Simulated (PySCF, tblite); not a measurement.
# NH₂−: protonation

Wanted: protonation for NH₂− (`[NH2-]`).

Computed with tblite 0.8.0 and PySCF 2.14.0 and routines of our own; the level stands in each step. Atoms count from 0.

### 1 The system as given

3 atoms, charge -1, multiplicity 1; geometry from: start built from the parent or by distance geometry.

### 2 Optimising the geometry with GFN2-xTB

The job: settings as JSON, then the geometry in Å.

```
{"job": {"kind": "relax", "xc": "GFN2-xTB", "basis": "xTB"}, "charge": -1, "multiplicity": 1}
N      0.010300     0.401200    -0.005300
H     -0.849700    -0.197200    -0.023000
H      0.862400    -0.209100     0.003200
```

Started as:

```sh
OMP_NUM_THREADS=1 python redox_run.py task.json out
```

One launch serves the whole session: the jobs run in the order shown.

The program printed:

```text
step      E/eV     max force
  0    -108.86680    1.213
  1    -108.89883    0.649
  2    -108.92721    0.367
  3    -108.93102    0.176
  4    -108.93196    0.005
```

Run time: 0.01 s. Hardware: 1 thread of Arm Neoverse V2, shared host.

Relaxation path:

| step | energy from step 0 (eV) | largest force (eV/Å) |
| --- | --- | --- |
| 0 | 0.0000 | 1.2131 |
| 1 | -0.0320 | 0.6486 |
| 2 | -0.0604 | 0.3670 |
| 3 | -0.0642 | 0.1760 |
| 4 | -0.0652 | 0.0054 |

Distances of close pairs at the start and the end, largest changes first:

| bond | before (Å) | after (Å) | change (Å) |
| --- | --- | --- | --- |
| N0–H1 | 1.048 | 1.052 | +0.004 |
| N0–H2 | 1.048 | 1.052 | +0.004 |

The end geometry stands in the next job.

### 3 Infrared spectrum with GFN2-xTB

The job: settings as JSON, then the geometry in Å.

```
{"job": {"kind": "ir", "xc": "GFN2-xTB", "basis": "xTB"}, "charge": -1, "multiplicity": 1}
N      0.010681     0.445073    -0.004944
H     -0.804817    -0.219491    -0.022494
H      0.817098    -0.230658     0.002331
```

The program printed:

```text
mode    cm-1     km/mol
  1    1772.0      0.49
  2    2888.9    767.08
  3    2984.3    190.70
ZPE 45.728  H(298)-E 55.648  G(298)-E -0.864 kJ/mol  S 189.54 J/(mol K)
```

Run time: 0.04 s. Hardware: 1 thread of Arm Neoverse V2, shared host.

Which atoms move in the most intense modes:

| cm⁻¹ | km/mol | atoms |
| --- | --- | --- |
| 1772 | 0.5 | H2 46 %, H1 46 % |
| 2889 | 767.1 | H1 46 %, H2 46 % |
| 2984 | 190.7 | H2 48 %, H1 48 % |

### 4 Geometry optimisation at PBE0-D3(BJ)/ma-def2-SVP

The job: settings as JSON, then the geometry in Å.

```
{"job": {"xc": "PBE0", "basis": "ma-def2-SVP", "d3": "d3bj", "grid": 1, "kind": "geom"}, "charge": -1, "multiplicity": 1}
N      0.010681     0.445073    -0.004944
H     -0.804817    -0.219491    -0.022494
H      0.817098    -0.230658     0.002331
```

The program printed:

```text
step   0  E = -55.78878774  max force = 0.018280
step   1  E = -55.78933146  max force = 0.002243
step   2  E = -55.78934286  max force = 0.000349
step   3  E = -55.78934323  max force = 0.000040
optimisation converged
```

Wall time 0.64 s (1 thread of Arm Neoverse V2, shared host).

Along the way:

| step | energy from step 0 (eV) | largest force component (eV/Å) |
| --- | --- | --- |
| 0 | 0.0000 | 0.9400 |
| 1 | -0.0148 | 0.1153 |
| 2 | -0.0151 | 0.0179 |
| 3 | -0.0151 | 0.0021 |

Close pairs (by a distance rule), those that changed most:

| bond | before (Å) | after (Å) | change (Å) |
| --- | --- | --- | --- |
| N0–H1 | 1.052 | 1.032 | -0.020 |
| N0–H2 | 1.052 | 1.032 | -0.020 |

The end geometry stands in the next job.

| at the end point | value |
| --- | --- |
| point group (found at 0.08 Å tolerance) | C2v |
| rotational constants (GHz, main isotopes) | 681.7, 389.1, 247.7 |

### 5 Harmonic vibrations (NH₂−): PBE0-D3(BJ)/ma-def2-SVP

The job: settings as JSON, then the geometry in Å.

```
{"job": {"xc": "PBE0", "basis": "ma-def2-SVP", "d3": "d3bj", "grid": 2, "kind": "hessian"}, "charge": -1, "multiplicity": 1}
N      0.064351     0.426992    -0.004262
H     -0.816386    -0.110640    -0.021904
H      0.774983    -0.321412     0.000990
```

The program printed:

```text
coarse grid: 2304 points
cycle   1  E = -55.6519810841  dE = -5.406e-02  |g| = 6.767e-01  |ddm| = 1.379e+00
cycle   2  E = -55.1544992084  dE =  4.975e-01  |g| = 1.463e+00  |ddm| = 2.059e+00
cycle   3  E = -55.7859084997  dE = -6.314e-01  |g| = 3.649e-02  |ddm| = 1.480e+00
cycle   4  E = -55.7864407075  dE = -5.322e-04  |g| = 1.050e-02  |ddm| = 6.474e-02
cycle   5  E = -55.7864639596  dE = -2.325e-05  |g| = 3.248e-03  |ddm| = 9.475e-03
cycle   6  E = -55.7864665680  dE = -2.608e-06  |g| = 5.587e-04  |ddm| = 3.275e-03
final grid: 21736 points
cycle   7  E = -55.7893412716  dE = -1.783e-06  |g| = 4.538e-03  |ddm| = 7.845e-03
cycle   8  E = -55.7893273471  dE =  1.392e-05  |g| = 8.851e-03  |ddm| = 1.040e-02
cycle   9  E = -55.7893463513  dE = -1.900e-05  |g| = 5.610e-05  |ddm| = 6.847e-03
cycle  10  E = -55.7893463528  dE = -1.436e-09  |g| = 2.271e-05  |ddm| = 1.059e-04
cycle  11  E = -55.7893463529  dE = -1.752e-10  |g| = 4.202e-06  |ddm| = 3.531e-05
cycle  12  E = -55.7893463529  dE = -5.670e-12  |g| = 3.536e-07  |ddm| = 5.666e-06
converged SCF energy = -55.7893463529

mode    cm-1
  1    1454.6
  2    3363.1
  3    3454.1
ZPE 49.476  H(298)-E 59.408  G(298)-E 3.035 kJ/mol  S 189.07 J/(mol K)
```

Wall time 1.4 s (1 thread of Arm Neoverse V2, shared host).

Zero-point energy 49.48 kJ/mol (xTB gave 45.73).

### 6 Single point (NH₂−): M06-2X/ma-def2-TZVP

Geometry: PBE0-D3(BJ)/ma-def2-SVP.

The job: settings as JSON, then the geometry in Å.

```
{"job": {"kind": "sp", "xc": "M06-2X", "basis": "ma-def2-TZVP", "grid": 3}, "charge": -1, "multiplicity": 1}
N      0.064351     0.426992    -0.004262
H     -0.816386    -0.110640    -0.021904
H      0.774983    -0.321412     0.000990
```

The program printed:

```text
coarse grid: 10064 points
cycle   1  E = -55.7748112225  dE = -1.055e-01  |g| = 6.318e-01  |ddm| = 9.969e-01
cycle   2  E = -55.4746435496  dE =  3.002e-01  |g| = 1.234e+00  |ddm| = 1.573e+00
cycle   3  E = -55.8917083467  dE = -4.171e-01  |g| = 4.173e-02  |ddm| = 1.120e+00
cycle   4  E = -55.8923055933  dE = -5.972e-04  |g| = 1.074e-02  |ddm| = 8.200e-02
cycle   5  E = -55.8923338902  dE = -2.830e-05  |g| = 3.031e-03  |ddm| = 1.984e-02
cycle   6  E = -55.8923374323  dE = -3.542e-06  |g| = 7.889e-04  |ddm| = 6.294e-03
final grid: 33520 points
cycle   7  E = -55.8925091984  dE = -8.646e-07  |g| = 1.812e-03  |ddm| = 3.681e-03
cycle   8  E = -55.8925081595  dE =  1.039e-06  |g| = 2.938e-03  |ddm| = 3.038e-03
cycle   9  E = -55.8925100185  dE = -1.859e-06  |g| = 8.974e-05  |ddm| = 1.638e-03
cycle  10  E = -55.8925100276  dE = -9.164e-09  |g| = 2.628e-05  |ddm| = 2.938e-04
converged SCF energy = -55.8925100276
```

Wall time 0.61 s (1 thread of Arm Neoverse V2, shared host).

### 7 Protonation: M06-2X/ma-def2-TZVP

This step combines the energies above: geometries from PBE0-D3(BJ)/ma-def2-SVP, zero-point and thermal terms from PBE0-D3(BJ)/ma-def2-SVP.

The job: settings as JSON, then the geometry in Å.

```
{"job": {"kind": "pa", "geom": {"xc": "PBE0", "basis": "ma-def2-SVP", "d3": "d3bj", "grid": 1}, "hess": 1, "level": {"xc": "M06-2X", "basis": "ma-def2-TZVP", "grid": 3}}, "charge": -1, "multiplicity": 1}
N      0.064351     0.426992    -0.004262
H     -0.816386    -0.110640    -0.021904
H      0.774983    -0.321412     0.000990
```

Output (the driver's rows laid out field by field):

```text
protonation site by site, M06-2X/ma-def2-TZVP // PBE0-D3(BJ)/ma-def2-SVP

row 1
  formula                 H3N
  charge                  0
  multiplicity            1
  smiles                  N
  kept                    yes
  pieces                  1
  point_group             C3v
  atom                    0
  element                 N
  electronic              1727.62
  enthalpy                1692.7
  free_energy             1661.28
  share_gas               1.0
```

Wall time 6.9 s (1 thread of Arm Neoverse V2, shared host); peak memory 0.38 GiB.

Some single points behind these values are not shown above.

Energy given off on adding a proton (kJ/mol, gas phase, 298 K for the thermal columns):

| site | product | electronic | enthalpy | free energy |
| --- | --- | --- | --- | --- |
| N0 | N | 1727.6 | 1692.7 | 1661.3 |

### 8 Single point (NH2−): wavefunction

Geometry: PBE0-D3(BJ)/ma-def2-SVP.

The job: settings as JSON, then the geometry in Å.

```
{"job": {"kind": "sp", "xc": "CCSD(T)", "basis": "aug-cc-pVTZ", "grid": 2}, "charge": -1, "multiplicity": 1}
N      0.064351     0.426992    -0.004262
H     -0.816386    -0.110640    -0.021904
H      0.774983    -0.321412     0.000990
```

With the program's defaults for keys left out, this is: wavefunction single point, frozen core, gas phase.

The program printed:

```text
final grid: 21736 points
cycle   1  E = -55.4745523953  dE = -2.322e-01  |g| = 4.950e-01  |ddm| = 2.570e+00
cycle   2  E = -55.5043856016  dE = -2.983e-02  |g| = 4.454e-01  |ddm| = 1.036e+00
cycle   3  E = -55.5477987513  dE = -4.341e-02  |g| = 2.268e-02  |ddm| = 4.879e-01
cycle   4  E = -55.5480869329  dE = -2.882e-04  |g| = 1.072e-02  |ddm| = 5.294e-02
cycle   5  E = -55.5481702058  dE = -8.327e-05  |g| = 3.430e-03  |ddm| = 2.950e-02
cycle   6  E = -55.5481894267  dE = -1.922e-05  |g| = 1.222e-03  |ddm| = 1.608e-02
cycle   7  E = -55.5481922555  dE = -2.829e-06  |g| = 2.842e-04  |ddm| = 7.569e-03
cycle   8  E = -55.5481923602  dE = -1.048e-07  |g| = 5.085e-05  |ddm| = 1.419e-03
cycle   9  E = -55.5481923635  dE = -3.245e-09  |g| = 1.129e-05  |ddm| = 2.380e-04
converged SCF energy = -55.5481923635
E(HF, exact integrals) = -55.5482082232
E(MP2) = -55.8094294785
E(CCSD) = -55.8120584737
E(CCSD(T)) = -55.8243048202
T1 diagnostic = 0.0172
```

Run time: 8.3 s. Hardware: 1 thread of Arm Neoverse V2, shared host; peak memory 0.64 GiB.

### 9 Single point (NH3): wavefunction

Geometry: PBE0-D3(BJ)/ma-def2-SVP.

The job: settings as JSON, then the geometry in Å.

```
{"job": {"kind": "sp", "xc": "CCSD(T)", "basis": "aug-cc-pVTZ", "grid": 2}, "charge": 0, "multiplicity": 1}
N      0.023231     0.405631    -0.023405
H     -0.849614    -0.116525    -0.008086
H      0.787197    -0.265727    -0.043835
H      0.052764     0.937004    -0.890315
```

With the program's defaults for keys left out, this is: wavefunction single point, frozen core, gas phase.

The program printed:

```text
final grid: 27112 points
cycle   1  E = -56.2068585852  dE = -1.701e-01  |g| = 2.292e-01  |ddm| = 3.158e+00
cycle   2  E = -56.2186008748  dE = -1.174e-02  |g| = 7.736e-02  |ddm| = 4.257e-01
cycle   3  E = -56.2197619049  dE = -1.161e-03  |g| = 2.437e-02  |ddm| = 1.230e-01
cycle   4  E = -56.2199175652  dE = -1.557e-04  |g| = 5.256e-03  |ddm| = 3.458e-02
cycle   5  E = -56.2199312962  dE = -1.373e-05  |g| = 1.104e-03  |ddm| = 9.443e-03
cycle   6  E = -56.2199324722  dE = -1.176e-06  |g| = 2.961e-04  |ddm| = 2.847e-03
cycle   7  E = -56.2199325685  dE = -9.633e-08  |g| = 5.303e-05  |ddm| = 1.090e-03
cycle   8  E = -56.2199325710  dE = -2.483e-09  |g| = 5.140e-06  |ddm| = 1.690e-04
converged SCF energy = -56.2199325710
E(HF, exact integrals) = -56.2199315351
E(MP2) = -56.4603890140
E(CCSD) = -56.4720459949
E(CCSD(T)) = -56.4804215467
T1 diagnostic = 0.0083
```

It took 19 s on 1 thread of Arm Neoverse V2, shared host; peak memory 1.1 GiB.

### 10 Protonation: CCSD(T)/aug-cc-pVTZ

This step combines the energies above: geometries from PBE0-D3(BJ)/ma-def2-SVP, zero-point and thermal terms from PBE0-D3(BJ)/ma-def2-SVP.

The job: settings as JSON, then the geometry in Å.

```
{"job": {"kind": "pa", "geom": {"xc": "PBE0", "basis": "ma-def2-SVP", "d3": "d3bj", "grid": 1}, "hess": 1, "level": {"xc": "CCSD(T)", "basis": "aug-cc-pVTZ"}}, "charge": -1, "multiplicity": 1}
N      0.064351     0.426992    -0.004262
H     -0.816386    -0.110640    -0.021904
H      0.774983    -0.321412     0.000990
```

Output (the driver's rows laid out field by field):

```text
protonation site by site, CCSD(T)/aug-cc-pVTZ // PBE0-D3(BJ)/ma-def2-SVP

row 1
  formula                 H3N
  charge                  0
  multiplicity            1
  smiles                  N
  kept                    yes
  pieces                  1
  point_group             C3v
  atom                    0
  element                 N
  electronic              1722.63
  enthalpy                1687.71
  free_energy             1656.29
  share_gas               1.0
```

Run time: 27 s. Hardware: 1 thread of Arm Neoverse V2, shared host; peak memory 1.1 GiB.

Energy given off on adding a proton (kJ/mol, gas phase, 298 K for the thermal columns):

| site | product | electronic | enthalpy | free energy |
| --- | --- | --- | --- | --- |
| N0 | N | 1722.6 | 1687.7 | 1656.3 |

### 11 Single point (NH2−): wavefunction

Geometry: PBE0-D3(BJ)/ma-def2-SVP.

The job: settings as JSON, then the geometry in Å.

```
{"job": {"kind": "sp", "xc": "MP2", "basis": "aug-cc-pVTZ", "grid": 2}, "charge": -1, "multiplicity": 1}
N      0.064351     0.426992    -0.004262
H     -0.816386    -0.110640    -0.021904
H      0.774983    -0.321412     0.000990
```

Method: wavefunction single point, frozen core, gas phase.

The program printed:

```text
final grid: 21736 points
cycle   1  E = -55.4745523953  dE = -2.322e-01  |g| = 4.950e-01  |ddm| = 2.570e+00
cycle   2  E = -55.5043856016  dE = -2.983e-02  |g| = 4.454e-01  |ddm| = 1.036e+00
cycle   3  E = -55.5477987513  dE = -4.341e-02  |g| = 2.268e-02  |ddm| = 4.879e-01
cycle   4  E = -55.5480869329  dE = -2.882e-04  |g| = 1.072e-02  |ddm| = 5.294e-02
cycle   5  E = -55.5481702058  dE = -8.327e-05  |g| = 3.430e-03  |ddm| = 2.950e-02
cycle   6  E = -55.5481894267  dE = -1.922e-05  |g| = 1.222e-03  |ddm| = 1.608e-02
cycle   7  E = -55.5481922555  dE = -2.829e-06  |g| = 2.842e-04  |ddm| = 7.569e-03
cycle   8  E = -55.5481923602  dE = -1.048e-07  |g| = 5.085e-05  |ddm| = 1.419e-03
cycle   9  E = -55.5481923635  dE = -3.245e-09  |g| = 1.129e-05  |ddm| = 2.380e-04
converged SCF energy = -55.5481923635
E(HF, exact integrals) = -55.5482082232
E(MP2) = -55.8094294791
```

Run time: 0.77 s. Hardware: 1 thread of Arm Neoverse V2, shared host; peak memory 0.37 GiB.

### 12 Single point (NH3): wavefunction

Geometry: PBE0-D3(BJ)/ma-def2-SVP.

The job: settings as JSON, then the geometry in Å.

```
{"job": {"kind": "sp", "xc": "MP2", "basis": "aug-cc-pVTZ", "grid": 2}, "charge": 0, "multiplicity": 1}
N      0.023231     0.405631    -0.023405
H     -0.849614    -0.116525    -0.008086
H      0.787197    -0.265727    -0.043835
H      0.052764     0.937004    -0.890315
```

Method: wavefunction single point, frozen core, gas phase.

The program printed:

```text
final grid: 27112 points
cycle   1  E = -56.2068585852  dE = -1.701e-01  |g| = 2.292e-01  |ddm| = 3.158e+00
cycle   2  E = -56.2186008748  dE = -1.174e-02  |g| = 7.736e-02  |ddm| = 4.257e-01
cycle   3  E = -56.2197619049  dE = -1.161e-03  |g| = 2.437e-02  |ddm| = 1.230e-01
cycle   4  E = -56.2199175652  dE = -1.557e-04  |g| = 5.256e-03  |ddm| = 3.458e-02
cycle   5  E = -56.2199312962  dE = -1.373e-05  |g| = 1.104e-03  |ddm| = 9.443e-03
cycle   6  E = -56.2199324722  dE = -1.176e-06  |g| = 2.961e-04  |ddm| = 2.847e-03
cycle   7  E = -56.2199325685  dE = -9.633e-08  |g| = 5.303e-05  |ddm| = 1.090e-03
cycle   8  E = -56.2199325710  dE = -2.483e-09  |g| = 5.140e-06  |ddm| = 1.690e-04
converged SCF energy = -56.2199325710
E(HF, exact integrals) = -56.2199315351
E(MP2) = -56.4603890056
```

Run time: 1.3 s. Hardware: 1 thread of Arm Neoverse V2, shared host; peak memory 0.47 GiB.

### 13 Protonation: MP2/aug-cc-pVTZ

This step combines the energies above: geometries from PBE0-D3(BJ)/ma-def2-SVP, zero-point and thermal terms from PBE0-D3(BJ)/ma-def2-SVP.

The job: settings as JSON, then the geometry in Å.

```
{"job": {"kind": "pa", "geom": {"xc": "PBE0", "basis": "ma-def2-SVP", "d3": "d3bj", "grid": 1}, "hess": 1, "level": {"xc": "MP2", "basis": "aug-cc-pVTZ"}}, "charge": -1, "multiplicity": 1}
N      0.064351     0.426992    -0.004262
H     -0.816386    -0.110640    -0.021904
H      0.774983    -0.321412     0.000990
```

Output (the driver's rows laid out field by field):

```text
protonation site by site, MP2/aug-cc-pVTZ // PBE0-D3(BJ)/ma-def2-SVP

row 1
  formula                 H3N
  charge                  0
  multiplicity            1
  smiles                  N
  kept                    yes
  pieces                  1
  point_group             C3v
  atom                    0
  element                 N
  electronic              1709.09
  enthalpy                1674.17
  free_energy             1642.75
  share_gas               1.0
```

Wall time 2.2 s (1 thread of Arm Neoverse V2, shared host); peak memory 0.47 GiB.

Energy given off on adding a proton (kJ/mol, gas phase, 298 K for the thermal columns):

| site | product | electronic | enthalpy | free energy |
| --- | --- | --- | --- | --- |
| N0 | N | 1709.1 | 1674.2 | 1642.8 |

### 14 Single point (NH₂−): HF/aug-cc-pVTZ

Geometry: PBE0-D3(BJ)/ma-def2-SVP.

The job: settings as JSON, then the geometry in Å.

```
{"job": {"kind": "sp", "xc": "HF", "basis": "aug-cc-pVTZ", "grid": 2}, "charge": -1, "multiplicity": 1}
N      0.064351     0.426992    -0.004262
H     -0.816386    -0.110640    -0.021904
H      0.774983    -0.321412     0.000990
```

The program printed:

```text
final grid: 21736 points
cycle   1  E = -55.4745523953  dE = -2.322e-01  |g| = 4.950e-01  |ddm| = 2.570e+00
cycle   2  E = -55.5043856016  dE = -2.983e-02  |g| = 4.454e-01  |ddm| = 1.036e+00
cycle   3  E = -55.5477987513  dE = -4.341e-02  |g| = 2.268e-02  |ddm| = 4.879e-01
cycle   4  E = -55.5480869329  dE = -2.882e-04  |g| = 1.072e-02  |ddm| = 5.294e-02
cycle   5  E = -55.5481702058  dE = -8.327e-05  |g| = 3.430e-03  |ddm| = 2.950e-02
cycle   6  E = -55.5481894267  dE = -1.922e-05  |g| = 1.222e-03  |ddm| = 1.608e-02
cycle   7  E = -55.5481922555  dE = -2.829e-06  |g| = 2.842e-04  |ddm| = 7.569e-03
cycle   8  E = -55.5481923602  dE = -1.048e-07  |g| = 5.085e-05  |ddm| = 1.419e-03
cycle   9  E = -55.5481923635  dE = -3.245e-09  |g| = 1.129e-05  |ddm| = 2.380e-04
converged SCF energy = -55.5481923635
```

Run time: 0.12 s. Hardware: 1 thread of Arm Neoverse V2, shared host.

### 15 Single point (NH3): HF/aug-cc-pVTZ

Geometry: PBE0-D3(BJ)/ma-def2-SVP.

The job: settings as JSON, then the geometry in Å.

```
{"job": {"kind": "sp", "xc": "HF", "basis": "aug-cc-pVTZ", "grid": 2}, "charge": 0, "multiplicity": 1}
N      0.023231     0.405631    -0.023405
H     -0.849614    -0.116525    -0.008086
H      0.787197    -0.265727    -0.043835
H      0.052764     0.937004    -0.890315
```

The program printed:

```text
final grid: 27112 points
cycle   1  E = -56.2068585852  dE = -1.701e-01  |g| = 2.292e-01  |ddm| = 3.158e+00
cycle   2  E = -56.2186008748  dE = -1.174e-02  |g| = 7.736e-02  |ddm| = 4.257e-01
cycle   3  E = -56.2197619049  dE = -1.161e-03  |g| = 2.437e-02  |ddm| = 1.230e-01
cycle   4  E = -56.2199175652  dE = -1.557e-04  |g| = 5.256e-03  |ddm| = 3.458e-02
cycle   5  E = -56.2199312962  dE = -1.373e-05  |g| = 1.104e-03  |ddm| = 9.443e-03
cycle   6  E = -56.2199324722  dE = -1.176e-06  |g| = 2.961e-04  |ddm| = 2.847e-03
cycle   7  E = -56.2199325685  dE = -9.633e-08  |g| = 5.303e-05  |ddm| = 1.090e-03
cycle   8  E = -56.2199325710  dE = -2.483e-09  |g| = 5.140e-06  |ddm| = 1.690e-04
converged SCF energy = -56.2199325710
```

Wall time 0.17 s (1 thread of Arm Neoverse V2, shared host).

### 16 Protonation: HF/aug-cc-pVTZ

This step combines the energies above: geometries from PBE0-D3(BJ)/ma-def2-SVP, zero-point and thermal terms from PBE0-D3(BJ)/ma-def2-SVP.

The job: settings as JSON, then the geometry in Å.

```
{"job": {"kind": "pa", "geom": {"xc": "PBE0", "basis": "ma-def2-SVP", "d3": "d3bj", "grid": 1}, "hess": 1, "level": {"xc": "HF", "basis": "aug-cc-pVTZ"}}, "charge": -1, "multiplicity": 1}
N      0.064351     0.426992    -0.004262
H     -0.816386    -0.110640    -0.021904
H      0.774983    -0.321412     0.000990
```

Output (the driver's rows laid out field by field):

```text
protonation site by site, HF/aug-cc-pVTZ // PBE0-D3(BJ)/ma-def2-SVP

row 1
  formula                 H3N
  charge                  0
  multiplicity            1
  smiles                  N
  kept                    yes
  pieces                  1
  point_group             C3v
  atom                    0
  element                 N
  electronic              1763.65
  enthalpy                1728.73
  free_energy             1697.31
  share_gas               1.0
```

Wall time 0.36 s (1 thread of Arm Neoverse V2, shared host).

Energy given off on adding a proton (kJ/mol, gas phase, 298 K for the thermal columns):

| site | product | electronic | enthalpy | free energy |
| --- | --- | --- | --- | --- |
| N0 | N | 1763.7 | 1728.7 | 1697.3 |

### 17 Summary of results

| quantity | value |
| --- | --- |
| strongest single infrared mode (GFN2-xTB) | 2889 cm⁻¹, 767 km/mol |
| zero-point energy (GFN2-xTB) | 10.9 kcal/mol |
| point group | C2v |
| rotational constants (main isotopes) | 681.69, 389.12, 247.72 GHz |
| proton affinity (−ΔH), N0 (M06-2X/ma-def2-TZVP) | 1692.7 kJ/mol |
| proton affinity (−ΔH), N0 (CCSD(T)/aug-cc-pVTZ) | 1687.7 kJ/mol |
| proton affinity (−ΔH), N0 (MP2/aug-cc-pVTZ) | 1674.2 kJ/mol |
| proton affinity (−ΔH), N0 (HF/aug-cc-pVTZ) | 1728.7 kJ/mol |

All 3 modes are real, so the xTB geometry is a minimum. The strongest single mode, at 2889 cm⁻¹, moves mainly H1 and H2. GFN2-xTB is a fitted tight-binding method: band positions and strengths are rough. Its intensities can rank the bands wrongly. The optimisation took 3 steps and gained 0.015 eV; among the close pairs (by a distance rule), N0–H1 changed most, from 1.052 to 1.032 Å (PBE0/ma-def2-SVP). The proton affinity (−ΔH) at N0 is 1692.7 kJ/mol at M06-2X/ma-def2-TZVP; zero-point and thermal terms move it by -34.9 kJ/mol from the electronic value.
